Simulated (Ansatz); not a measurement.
## Platinum, fcc: convergence with Fermi-Dirac smearing

Computed with Ansatz, r²SCAN, scalar-relativistic PAW, on the relaxed cell (a = 3.941 Å; spin not included). Errors count from a run at 500 eV on a Γ-centred 22×22×22 mesh with Fermi-Dirac smearing of 0.1 eV, extrapolated to zero width. Fixed here: cutoff 500 eV, mesh 14×14×14. The SCF starts from atomic densities corrected by a trained network.

```json
{"width (eV)": "0.01", "E(σ→0) error (meV/atom)": "-4.1", "F error (meV/atom)": "-4.5", "P (GPa)": "-0.46", "SCF iterations": "6"}
{"width (eV)": "0.03", "E(σ→0) error (meV/atom)": "-4.4", "F error (meV/atom)": "-6.9", "P (GPa)": "-0.43", "SCF iterations": "6"}
{"width (eV)": "0.1", "E(σ→0) error (meV/atom)": "-5.6", "F error (meV/atom)": "-30.7", "P (GPa)": "0.00", "SCF iterations": "6"}
{"width (eV)": "0.2", "E(σ→0) error (meV/atom)": "-15.4", "F error (meV/atom)": "-98.3", "P (GPa)": "0.85", "SCF iterations": "6"}
{"width (eV)": "0.6", "E(σ→0) error (meV/atom)": "-103.5", "F error (meV/atom)": "-614.7", "P (GPa)": "6.13", "SCF iterations": "6"}
{"width (eV)": "1.0", "E(σ→0) error (meV/atom)": "-215.1", "F error (meV/atom)": "-1450.9", "P (GPa)": "14.92", "SCF iterations": "6"}
```

**Question.** What does the run at 0.3 give (width)?

**Answer.** E(σ→0) error (meV/atom): -31.9; F error (meV/atom): -194.2; P (GPa): 1.88; SCF iterations: 6.
